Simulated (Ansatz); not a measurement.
Ca (fcc, Cu type): values from a third-order Birch-Murnaghan fit to a volume scan beside measured ones. Computed values: r2SCAN (plane waves to 500 eV, PAW, scalar-relativistic; Ansatz, a quantum-chemistry and plane-wave program). Ca was relaxed with its symmetry unable to fall.

```tsv
quantity	reference	kind
Lattice constant a (Å)	5.553	measured, corrected to the static lattice
```

References as given in: Gábor I. Csonka, John P. Perdew, Adrienn Ruzsinszky et al., Physical Review B (2009), arXiv:0903.4037.

Question: Estimate the r2SCAN values and the sign and size of each difference.

Answer: 
```csv
quantity,r2SCAN,difference
Lattice constant a (Å),5.568,+0.3 %
```

For the lattice constant a it lies within 0.3 % of the reference.

(A scan under strain: stresses follow from slopes of the energy per volume, elastic moduli from its curvatures.)
